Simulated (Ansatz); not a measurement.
Molecule (SMILES): FF (F2).
Atoms: F1, F2. Bonds: F1-F2.

Basis-set convergence of the highest harmonic wavenumber at MP2 with Ansatz (a quantum-chemistry and plane-wave program). Each level at its own minimum, finite differences of forces, unscaled; the reference is a large set that could be run, not a limit. All functions are spherical. Cores are frozen. A restricted Hartree-Fock determinant is unstable towards unrestricted orbitals. No added dispersion term, no relativity. Reference: the value in def2-QZVPPD, 1005 cm⁻¹, itself unsure by roughly 3 cm⁻¹ (its mean distance from pcseg-3, def2-QZVPP, cc-pVQZ). Deviations are taken from unrounded values.

```tsv
basis	functions	highest harmonic wavenumber (cm⁻¹)
def2-SVP	28	972
def2-SVPD	46	934
6-311G**	36	918
6-311+G**	44	899
cc-pVTZ	60	1017
aug-cc-pVTZ	92	1003
pcseg-2	60	1006
aug-pcseg-2	92	1003
def2-TZVPP	62	1009
def2-TZVPPD	80	1004
def2-QZVPP	114	1004
def2-QZVPPD	132	1005
```

What the diffuse functions change, pair by pair:
- def2-SVP to def2-SVPD: 18 more functions, deviation -33 to -71 cm⁻¹
- 6-311G** to 6-311+G**: 8 more functions, deviation -87 to -106 cm⁻¹
- cc-pVTZ to aug-cc-pVTZ: 32 more functions, deviation 12 to -1 cm⁻¹
- pcseg-2 to aug-pcseg-2: 32 more functions, deviation 1 to -2 cm⁻¹
- def2-TZVPP to def2-TZVPPD: 18 more functions, deviation 4 to -1 cm⁻¹
- def2-QZVPP to def2-QZVPPD: 18 more functions, deviation 0 to 0 cm⁻¹

Leaving out the reference's own pair, they bring the value nearer the reference by more than 3 cm⁻¹ in 2 of 5 pairs.
